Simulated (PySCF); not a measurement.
sulfur dioxide anion (O2S), SMILES O=S=O (connectivity only; charge and spin as stated), charge -1, multiplicity 2. Atoms are numbered in the order given.

```xyz
3

O      0.0000    -1.2707    -0.4118
S      0.0000     0.0000     0.4118
O      0.0000     1.2707    -0.4118
```
Charge -1, spin multiplicity 2.

Geometry: r2SCAN-D4/def2-TZVPD. The spin state was assumed, not searched.

Two levels are set side by side: PBE/pcH-1 (PySCF) and PBE0/pcH-1 (PySCF). Contact hyperfine couplings, same geometry. Differences are taken from unrounded values.

| quantity | PBE0 | PBE | PBE minus PBE0 |
|---|---|---|---|
| A(iso) of 17O, atom O1 (MHz) | -23.3 | -11.1 | 12.2 |
| A(iso) of 33S, atom S2 (MHz) | 19.4 | 4.7 | -14.7 |
| A(iso) of 17O, atom O3 (MHz) | -23.3 | -11.1 | 12.2 |

Rough cost on one machine, each run with all the roots and properties that it gave: PBE0 against PBE within a factor of 2.
